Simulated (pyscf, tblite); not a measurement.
`[CH3][O][CH]=[O]` + `[H]` [doublet] → `[CH3][OH]` + `[CH]=[O]` [doublet]: energy along the mass-weighted descent from the GFN2-xTB with spin polarisation saddle (tblite), relative to the relaxed reactant side, a complex of the molecules.

```
s (amu^1/2 bohr) | E (kcal/mol)
    -3.99 |  0.2
    -3.75 |  0.3
    -3.42 | # 0.6
    -2.88 | # 1.4
   -0.480 | ############################## 35.3
     2.04 | ########################## 30.5
     3.71 | ####################### 26.7
     4.34 | ###################### 25.6
     4.80 | ##################### 25.0
     5.11 | ##################### 24.7
     5.37 | ##################### 24.5
```

**Question.** The GFN2-xTB with spin polarisation barrier from the reactant side is 44.2 kcal/mol. What does ωB97X-D3(BJ) (PySCF) give from its own reactant-side minimum, in def2-SVP and in def2-TZVP?

**Answer.** 38.0 kcal/mol in the double-zeta basis after reoptimising the saddle, and 35.8 kcal/mol in the triple-zeta single point, so the tight-binding barrier lies 8.4 kcal/mol over the latter. The imaginary mode goes from 2117i to 2513i cm⁻¹.
